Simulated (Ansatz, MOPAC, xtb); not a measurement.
Barrier height from FH + H to the transition structure FH2, without zero-point energy, on the benchmark's geometries as Psi4's copy of the set gives them.
Transition structure (charge 0, multiplicity 2, Z-matrix in Å and degrees):
```
F
H 1 1.4662
H 2 0.7746 1 152.03
```

Open shells are unrestricted; no spin–orbit coupling.

Correlated levels freeze the cores. CBS(a, b) extrapolates the correlation energy as X⁻³ and adds the Hartree–Fock energy of set b. The state reached by PM6 isn't checked.

Codes used: Ansatz (Gaussian basis) for Hartree–Fock, density functionals and correlated methods; MOPAC for PM6 (differences of heats of formation); xtb for the GFN methods. Each number belongs to the level named beside it. The GFN methods have no spin term and hold the electronic entropy of 300 K.

```tsv
level	barrier height (eV)
PM6	0.169
GFN2-xTB	-0.207
r2SCAN/def2-TZVPPD	…
wB97M-V/def2-TZVPPD	1.259
MP2/CBS(aug-cc-pVTZ, aug-cc-pVQZ)	…
SCS-MP2/cc-pVDZ	1.468
CCSD(T)/cc-pVDZ	1.241
CCSD(T)/CBS(aug-cc-pVTZ, aug-cc-pVQZ)	1.464
CCSDT/cc-pVDZ	1.238
```

**Question.** Some entries are withheld; supply them.

**Answer.** 
- r2SCAN/def2-TZVPPD, barrier height (eV): 1.027
- MP2/CBS(aug-cc-pVTZ, aug-cc-pVQZ), barrier height (eV): 1.988

Ansatz is a first-principles code.
